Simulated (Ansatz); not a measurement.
One change: `NBO` becomes `NBS`.

Ansatz, PBE0-D4/def2-TZVP geometries, multiplicity 1. Each molecule was computed in one conformer, which needn't be the lowest.

| property | `NBO` |
| --- | --- |
| vertical ionisation energy (CCSD(T)/CBS(def2)) / eV | 10.57 |
| HOMO energy (PBE/def2-TZVPP) / eV | -6.31 |
| LUMO energy (PBE0/def2-TZVPP) / eV | 1.14 |
| HOMO–LUMO gap (PBE0/def2-TZVPP) / eV | 8.91 |
| zero-point energy (PBE0-D4/def2-TZVP) / kJ/mol | 144.0 |
| HOMO–LUMO gap (ωB97M-V/def2-TZVPP) / eV | 12.60 |

Q: Give the same properties after the change, and the shifts. (Estimate.)

A: Computed: 
```tsv
property	`NBS`	shift
vertical ionisation energy (CCSD(T)/CBS(def2)) / eV	9.74	-0.83
HOMO energy (PBE/def2-TZVPP) / eV	-5.96	0.35
LUMO energy (PBE0/def2-TZVPP) / eV	0.49	-0.65
HOMO–LUMO gap (PBE0/def2-TZVPP) / eV	7.67	-1.24
zero-point energy (PBE0-D4/def2-TZVP) / kJ/mol	131.0	-13.0
HOMO–LUMO gap (ωB97M-V/def2-TZVPP) / eV	11.42	-1.18
```

With PBE0 the HOMO rises by 0.58 eV and the LUMO falls by 0.65 eV, so the gap narrows by about 1.23 eV. PBE moves the HOMO by 0.35 eV and ωB97M-V by 0.79 eV.
